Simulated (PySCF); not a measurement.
# SiO at PBE0

Level: PBE0. Si aug-cc-pV(D+d)Z, O aug-cc-pVDZ; no relativity (PySCF 2.14).

```json
{"state": "¹Σ⁺ (singlet), closed shell", "bond length": "1.522 Å", "harmonic wavenumber": "1227 cm⁻¹", "force constant": "9.02 mdyn/Å", "rotational constant Be": "0.7153 cm⁻¹", "anharmonicity ωexe": "4.94 cm⁻¹", "vibration–rotation constant αe": "0.00458 cm⁻¹", "well depth De to Si + O": "7.66 eV", "dissociation energy D0": "7.58 eV", "HOMO–LUMO gap": "6.79 eV", "bond order (Mayer)": "1.79", "dipole moment (positive dipole means Si(−)O(+))": "-3.14 D"}
```
